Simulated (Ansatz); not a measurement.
## Ansatz (development build ahead of 0.2.0) run

```yaml
crystal:
  periodic: [false, false, false]
  atoms:
    - { symbol: B, position_ang: [0.0, 0.0, 0.0] }
    - { symbol: "N", position_ang: [0.0, 0.0, 1.34505] }
basis:
  gaussian: { orbitals: def2-SVP }
magnetization:
  initial_magnetization: 2
hamiltonian:
  xc: hf
correlation:
  method: mp2
  frozen_orbitals: { B: 1, "N": 1 }
scf:
  omitted_lower_state_checks: [starts, atomic_configurations, cluster_reference, orbital_swaps, given_window_search, neighbouring_geometries, increment]
```

The input is written out in the form of the current development build from the run's settings. Correlation on restricted open-shell orbitals is semicanonical, with singles.

The run gave:

- Converged: yes
- Reference energy: -78.91661 hartree
- Correlation energy: -0.18587 hartree
- Total energy: -79.10248 hartree
- Spin squared of the determinant: 2.000
- Stability test: minimum among restricted orbitals
- Occupied orbitals by symmetry in an Abelian subgroup (alpha; beta): 5 A1 1 B1 1 B2; 4 A1 1 B1

Messages of the program:
```
mean field -2147.43035573 eV, -78.9166099925 hartree, gradient 2.7e-6 eV, S^2 2.000000; 0 other ends of a descent, 0 dependent functions left out
```

Caution: another spin multiplicity may lie lower.
